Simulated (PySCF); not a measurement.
H4Si. Atoms are numbered in the order given.

```xyz
5

Si     0.0000     0.0000     0.0000
H      0.8546    -0.8546    -0.8546
H     -0.8546    -0.8546     0.8546
H     -0.8546     0.8546    -0.8546
H      0.8546     0.8546     0.8546
```

Geometry: B3LYP-D3(BJ)/def2-TZVPD. The isomer is the one that the SMILES or the coordinates give; other isomers of the formula were not compared.

Computed with TDDFT-CAM-B3LYP/def2-TZVPD in PySCF.

Vertical excitations; the highest root listed may be one member of a degenerate set. The molecule is in vacuum. State labels are in the subgroup D2.

```json
[
 {"state": "S1", "symmetry": "B1", "energy (eV)": "9.14", "λ (nm)": "136", "f": "0.000", "main pairs": "HOMO→LUMO+2, HOMO−1→LUMO+3 (degenerate set)"},
 {"state": "S2", "symmetry": "B3", "energy (eV)": "9.14", "λ (nm)": "136", "f": "0.000", "main pairs": "HOMO−1→LUMO+1, HOMO−2→LUMO+2 (degenerate set)"},
 {"state": "S3", "symmetry": "B2", "energy (eV)": "9.14", "λ (nm)": "136", "f": "0.000", "main pairs": "HOMO→LUMO+1, HOMO−2→LUMO+3 (degenerate set)"},
 {"state": "S4", "symmetry": "B2", "energy (eV)": "9.19", "λ (nm)": "135", "f": "0.153", "main pairs": "HOMO−1→LUMO (degenerate set)"},
 {"state": "S5", "symmetry": "B1", "energy (eV)": "9.19", "λ (nm)": "135", "f": "0.153", "main pairs": "HOMO−2→LUMO (degenerate set)"},
 {"state": "S6", "symmetry": "B3", "energy (eV)": "9.19", "λ (nm)": "135", "f": "0.153", "main pairs": "HOMO→LUMO (degenerate set)"},
 {"state": "S7", "symmetry": "A", "energy (eV)": "9.35", "λ (nm)": "133", "f": "0.000", "main pairs": "HOMO−2→LUMO+1, HOMO−1→LUMO+2, HOMO→LUMO+3 (degenerate set)"},
 {"state": "S8", "symmetry": "A", "energy (eV)": "9.35", "λ (nm)": "133", "f": "0.000", "main pairs": "HOMO→LUMO+3, HOMO−1→LUMO+2 (degenerate set)"},
 {"state": "S9", "symmetry": "A", "energy (eV)": "9.91", "λ (nm)": "125", "f": "0.000", "main pairs": "HOMO−2→LUMO+1 33 %, HOMO−1→LUMO+2 33 %, HOMO→LUMO+3 33 %"},
 {"state": "S10", "symmetry": "B2", "energy (eV)": "10.16", "λ (nm)": "122", "f": "0.272", "main pairs": "HOMO−2→LUMO+3 39 %, HOMO→LUMO+1 39 %, HOMO−1→LUMO+4 12 %"},
 {"state": "T1", "symmetry": "B1", "energy (eV)": "8.51", "λ (nm)": "146", "f": "0", "main pairs": "HOMO−2→LUMO, HOMO→LUMO+2, HOMO−1→LUMO+3, HOMO−2→LUMO+9 (degenerate set)"},
 {"state": "T2", "symmetry": "B3", "energy (eV)": "8.51", "λ (nm)": "146", "f": "0", "main pairs": "HOMO→LUMO, HOMO−2→LUMO+2, HOMO−1→LUMO+1, HOMO→LUMO+9 (degenerate set)"},
 {"state": "T3", "symmetry": "B2", "energy (eV)": "8.51", "λ (nm)": "146", "f": "0", "main pairs": "HOMO−1→LUMO, HOMO→LUMO+1, HOMO−2→LUMO+3, HOMO−1→LUMO+9 (degenerate set)"},
 {"state": "T4", "symmetry": "B3", "energy (eV)": "8.65", "λ (nm)": "143", "f": "0", "main pairs": "HOMO−1→LUMO+1 45 %, HOMO−2→LUMO+2 45 %"}
]
```
Triplets are in the Tamm–Dancoff approximation, which puts them higher than full response would, so one can lie above its singlet here.
